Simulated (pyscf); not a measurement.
# Routes from F–SiH(F)–F + hydrogen (H₂)

Candidate steps break at most two bonds and form at most two. Each was searched with GFN2-xTB (tblite) first. Structures and frequencies: ωB97X-D3(BJ)/def2-SVP in PySCF. Energies: ωB97M-D3(BJ)/def2-TZVP, eV, from the separated reactants, singlet surface; ΔG‡ with ideal gas, 1 atm, RRHO with modes under 100 cm⁻¹ raised to 100, one conformer, R ln 2 for chiral ones without a mode under 150 cm⁻¹.

```
products                         type   ΔE‡     ΔE  ΔG‡ 298 K  ΔG‡ 900 K  ν‡ (cm⁻¹)
---------------  --------------------  ----  -----  ---------  ---------  ---------
F–SiH₂–F + HF    four-centre exchange  2.72  +1.47       3.09       3.79      1186i
F–SiH(F)–F + H₂  four-centre exchange  2.91   0.00       3.31       4.06      1619i
```

Plain bond fissions and candidates not yet searched are not listed, and one of them may be faster. Each barrier is that of the saddle found; lower ones may exist.
